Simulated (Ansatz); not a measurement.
Born–Oppenheimer molecular dynamics of AlH$_{3}$O (5 atoms, charge 0, multiplicity 1). It starts at the highest image of a converged band, a first-order saddle point between two minima.

Computed with RKS B3LYP-D4/def2-SVP (Ansatz).

```yaml
ensemble: NVE (velocity Verlet)
time_step: 0.5 fs
steps_asked: 200
starting_velocities_drawn_for: 100 K
seed: 2407
```

First frame:

```xyz
5
Properties=species:S:1:pos:R:3
Al -0.185 0.158 0.407
H 1.107 -0.174 1.508
O 1.662 -0.122 0.313
H 2.273 -0.783 -0.070
H -0.941 -0.031 -1.010
```

Q: How far do the bonds stretch over the last three quarters of this one trajectory? (Pairs bonded in most of those frames.)

A: 
```csv
bond,mean (Å),spread (Å),shortest,longest
Al1–H2,1.732,0.239,1.34,2.07
Al1–O3,1.740,0.083,1.62,1.88
Al1–H5,1.687,0.137,1.44,1.92
O3–H4,0.983,0.021,0.94,1.03
```

Mean temperature of the second half: 4526 K. The conserved energy stayed within 1.4 meV per atom of its start (net change -0.12 meV per atom), so the integration is sound. The kinetic energy rose, since the run started high on the potential surface and went downhill. A run of 0.1 ps of so small a system gives no equilibrium averages. The orbitals stay closed-shell, which can raise the energy where a bond breaks towards radicals; this wasn't checked here.

Run time: 4.5 min on 1 thread of Arm Neoverse N1 (shared host), peak memory 0.087 GiB.
